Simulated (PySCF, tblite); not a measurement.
Complex of hydroxide and 2 × water

A gas-phase complex of hydroxide and 2 × water; charge -1, singlet. The structure comes from a short search (6 tight-binding starts) and was relaxed by PBE0-D3(BJ)/def2-TZVPD; another way of binding may lie lower. No frequency run checks that it is a minimum.

| part | name | SMILES | atoms | charge | multiplicity |
| --- | --- | --- | --- | --- | --- |
| 1 | hydroxide | [OH-] | 1–2 | -1 | 1 |
| 2 | water | O | 3–5 | 0 | 1 |
| 3 | water | O | 6–8 | 0 | 1 |

```tsv
atom	part	x (Å)	y (Å)	z (Å)
O1	1	0.599	0.506	0.095
H2	1	0.176	0.879	-0.683
O3	2	-0.590	1.333	2.191
H4	2	-0.145	0.995	1.308
H5	2	0.047	1.078	2.860
O6	3	2.780	1.782	0.413
H7	3	2.485	2.423	1.062
H8	3	1.909	1.232	0.240
```

Contacts between parts, classed by geometry: H4···O1 1.505 Å (hydrogen bond, 176°); H8···O1 1.505 Å (hydrogen bond, 175°).

Deforming the relaxed parts to their shape here costs 6.9 kcal/mol, which the interaction energies leave out.

Interaction energies are complex less parts, with the parts frozen as they stand in it; counterpoise-corrected, in kcal/mol (PySCF).

Give the interaction energy at each level run.


```json
{"level": "wB97M-D3(BJ)/def2-TZVPD", "interaction": "-55.28", "superposition error removed": "-0.29"}
{"level": "RI-MP2/def2-TZVPD", "interaction": "-52.44", "superposition error removed": "-2.14"}
```

What holds them together? Decompose the wB97M-D3(BJ)/def2-TZVPD energy: frozen parts, their antisymmetrised product, then relaxation.

electrostatic -87.4, Pauli repulsion +87.7, orbital relaxation -54.0, dispersion correction -1.8 kcal/mol, which sum to the value before the counterpoise correction; the Pauli term holds the exchange-correlation of the frozen density too. Of the attraction, 61 % is electrostatic, 38 % is orbital relaxation, 1 % is dispersion correction.

Are the pair energies additive?

The pairs sum to -59.02 kcal/mol (1–2 -29.8, 1–3 -30.1, 2–3 0.8); the rest of +3.74 is a many-body weakening.

The parts were also relaxed and run alone, at the levels used for the complex: shieldings by PBE0/aug-pcSseg-2; core levels by delta-SCF with SCAN, aug-pcX-2 on the ionised atom and aug-pcseg-1 elsewhere, spin-free X2C.

Values alone: O3–H4 bond (Å): 0.960; shielding of H4 (ppm): 30.88; shielding of O1 (ppm): 373.8; shielding of H8 (ppm): 30.88; shielding of O3 (ppm): 327.8; O1 1s core level (eV): 527.90; O3 1s core level (eV): 539.79; O6 1s core level (eV): 539.79.

What does binding change?


```csv
property,alone,in the complex,change
O3–H4 bond (Å),0.960,1.045,+0.085
shielding of H4 (ppm),30.88,17.55,-13.33
shielding of O1 (ppm),373.8,278.2,-95.6
shielding of H8 (ppm),30.88,17.72,-13.16
shielding of O3 (ppm),327.8,300.2,-27.7
O1 1s core level (eV),527.90,530.71,+2.82
O3 1s core level (eV),539.79,532.68,-7.10
O6 1s core level (eV),539.79,532.58,-7.20
```

Density functionals tend to overstate the lengthening and the red shift of so strongly bound an X–H bond.

The 4 runs behind this took 89 s in all, one thread each of Arm Neoverse V2 on a shared host, launched as `OMP_NUM_THREADS=1 python cluster_run.py task.json out`.
